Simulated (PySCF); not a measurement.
## Si(OH)₂, triplet: data card

These are results of UPBE0/[Si def2-SVP, O def2-SVP, H def2-SVP], no relativity, density fitting, PySCF, not measurements.

The structure is a minimum.

Z-matrix (Å, degrees; charge 0 multiplicity 3):
```
Si
O  1 1.6792
O  1 1.6792 2 120.06
H  2 0.9646 1 113.20 3 91.89
H  3 0.9646 1 113.20 2 91.89
```

```json
{
 "Point group": "C2",
 "Bond lengths": "O–H 0.965 Å (×2), Si–O 1.679 Å (×2)",
 "Bond angles": "H–O–Si 113.2° (×2), O–Si–O 120.1°",
 "Atomisation energy without zero-point energy": "1586 kJ/mol",
 "Zero-point energy": "73.0 kJ/mol",
 "Dipole moment": "0.05 D",
 "Principal quadrupole moments (Buckingham, traceless) about the centre of mass": "-8.90, -0.91, 9.80 D Å",
 "Principal polarisabilities": "24.4, 25.1, 33.4 bohr³",
 "Rotational constants": "1.344, 0.2224, 0.1973 cm⁻¹",
 "Heat capacity Cp at 298.15 K": "62.7 J/(mol K)",
 "Spin squared ⟨S²⟩": "2.002",
 "Lowest empty level (β)": "-3.37 eV",
 "Rotational symmetry number": "2",
 "Entropy at 298.15 K and 1 bar (electronic part: spin only)": "277.7 J/(mol K)",
 "Enthalpy at 298.15 K above 0 K": "13.57 kJ/mol",
 "Highest occupied level (α)": "-4.46 eV"
}
```

Harmonic modes (masses in u: Si 27.977, O 15.995, H 1.008):
```
symmetry  ω (cm⁻¹)  IR (km/mol)  μ (u)
       a       263          1.3   7.03
       a       366          186   1.14
       b       387         96.4   1.16
       a       768         50.7  13.68
       b       843          249   2.05
       a       873         18.9   1.08
       b       952         21.9   2.19
       b      3872          233   1.07
       a      3875         18.1   1.07
```

In C2 the vibrations span 5a + 4b.

Charges (e):
| atom | Mulliken | Löwdin | polar tensor | spin (Mulliken) | Mayer order to Si1 |
| --- | --- | --- | --- | --- | --- |
| Si1 | 0.35 | 0.24 | 0.75 | 1.73 | – |
| O2,3 | -0.39 | -0.21 | -0.68 | 0.13 | 1.15 |
| H4,5 | 0.21 | 0.09 | 0.31 | 0.01 | 0.02 |
Other Mayer orders above 0.3: O–H 0.96 (×2).

Mulliken populations on Si1: s 5.26, p 8.08, d 0.30.

This need not be the most stable arrangement of these atoms. At this level a singlet minimum of C2v symmetry lies 250 kJ/mol below this structure.

The final relaxation and frequency run took roughly 70 core-seconds on a shared host.
